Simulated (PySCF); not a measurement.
Bond stretch in SMILES O=C=S, singlet. The C2–S3 bond (C2 also carries O; S3 carries nothing else) is pulled apart rigidly from the PBE0/def2-TZVP optimised geometry. Each curve is given relative to its own lowest point near equilibrium.

| R / Å | A | B | C | D |
|---|---|---|---|---|
| 1.17 | 921.1 | 850.2 | 921.1 | 868.9 |
| 1.25 | 505.5 | 459.8 | 505.5 | 474.8 |
| 1.32 | 272.9 | 243.9 | 272.9 | 255.6 |
| 1.41 | 98.5 | 84.8 | 98.5 | 92.1 |
| 1.47 | 37.3 | 30.4 | 37.3 | 35.0 |
| 1.51 | 14.3 | 10.6 | 14.3 | 13.6 |
| 1.56 | 1.1 | 0.2 | 1.1 | 1.2 |
| 1.59 | 0.0 | 0.0 | 0.0 | 0.0 |
| 1.66 | 12.3 | 12.7 | 12.3 | 10.6 |
| 1.73 | 39.8 | 38.3 | 39.8 | 34.7 |
| 1.82 | 88.2 | 81.7 | 88.2 | 77.0 |
| 1.92 | 149.1 | 135.4 | 149.1 | 130.9 |
| 2.11 | 270.1 | 232.9 | 256.8 | 232.8 |
| 2.34 | 350.2 | 323.5 | 345.9 | 330.5 |
| 2.57 | 358.7 | 382.8 | 396.7 | 369.8 |
| 2.80 | 354.4 | 419.8 | 425.6 | 382.9 |
| 3.10 | 349.7 | 448.2 | 446.3 | 389.9 |
| 3.39 | 348.2 | 463.6 | 457.1 | 393.6 |
| 3.81 | 348.2 | 474.8 | 464.9 | 396.8 |
| 4.22 | 348.9 | 479.5 | 468.4 | 398.3 |
| 4.71 | 349.5 | 481.8 | 470.4 | 398.9 |
| 5.40 | 350.0 | 482.8 | 471.5 | 399.0 |

Energies in kJ/mol.

Q: Assign the columns to these levels of theory: restricted B3LYP/6-31G*, spherical d (PySCF); MP2 on RHF/cc-pVDZ, 7 core orbitals frozen (PySCF); unrestricted BP86/6-31G*, spherical d (PySCF 2.14.0); PySCF with MP2 on UHF/cc-pVDZ, 7 core orbitals frozen.

A: A is UMP2; B is RKS-B3LYP/6-31G*; C is RMP2; D is UKS-BP86/6-31G*.

The restricted form behind RKS-B3LYP/6-31G*, RMP2 keeps the bonding electrons paired and can't separate into open-shell fragments. The unrestricted solution behind UKS-BP86/6-31G* changes between 2.34 and 2.57 Å, which can leave a kink. The unrestricted determinant behind UKS-BP86/6-31G* is spin-contaminated at 2.34 to 5.40 Å (<S²> up to 1.0, against 0.00 for a pure singlet). The unrestricted determinant behind UMP2 is spin-contaminated at 2.11 to 5.40 Å (<S²> up to 1.0, against 0.00 for a pure singlet).
